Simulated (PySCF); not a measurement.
**SiFCl, singlet: molecular constants**

These are results of PySCF, PBE0, basis Si def2-TZVP, F def2-TZVP, Cl def2-TZVP (no relativity, density fitting), not measurements.

The structure is a minimum.

```xyz
3
charge 0 multiplicity 1, angstrom
Si   -0.1907   -0.7109   -0.5115
F     0.1189    0.4431   -1.5805
Cl    0.0880    0.3280    1.2684
```

```json
{
 "Point group": "Cs",
 "Bond lengths": "Si–Cl 2.080 Å, Si–F 1.603 Å",
 "Bond angles": "Cl–Si–F 100.7°",
 "Principal polarisabilities": "32.0, 32.1, 50.6 bohr³",
 "Entropy at 298.15 K and 1 bar": "275.2 J/(mol K)",
 "Atomisation energy without zero-point energy": "1029 kJ/mol",
 "Rotational constants": "0.7796, 0.1497, 0.1256 cm⁻¹",
 "Lowest empty level": "-2.53 eV",
 "Principal quadrupole moments (Buckingham, traceless) about the centre of mass": "-3.44, -0.13, 3.58 D Å",
 "Enthalpy at 298.15 K above 0 K": "11.85 kJ/mol",
 "Dipole moment": "1.03 D",
 "Zero-point energy": "9.8 kJ/mol",
 "Rotational symmetry number": "1",
 "Heat capacity Cp at 298.15 K": "47.9 J/(mol K)",
 "Highest occupied level": "-7.98 eV"
}
```

Harmonic modes (masses in u: Si 27.977, F 18.998, Cl 34.969):
```tsv
symmetry	ω (cm⁻¹)	IR (km/mol)	μ (u)
a'	262	4.6	23.31
a'	525	161	30.28
a'	859	143	21.84
```

Charges (e):
| atom | Mulliken | Löwdin | polar tensor | Mayer order to Si1 |
| --- | --- | --- | --- | --- |
| Si1 | 0.49 | -0.16 | 1.09 | – |
| F2 | -0.26 | -0.02 | -0.55 | 1.12 |
| Cl3 | -0.22 | 0.18 | -0.55 | 1.21 |

Mulliken populations on Si1: s 5.84, p 7.26, d 0.34, f 0.07.

Outer orbital energies (eV). occupied: -23.34, -15.59, -13.22, -13.07, -12.33, -9.96, -9.71, -7.98; empty: -2.53, 0.08, 0.79, 3.96.

Counting electrons, silicon keeps 2 of its valence electrons outside its bonds, so the VSEPR class is AX2E1 and the expected shape is bent; with unlike ligands the computed point group is Cs.

Only a few start shapes were tried, so a lower isomer may exist.

The final relaxation and frequency run took 26 s on 2 threads of a shared Arm Neoverse V1 host, with 105 basis functions and 14 gradients; the process peaked at 0.94 GiB.
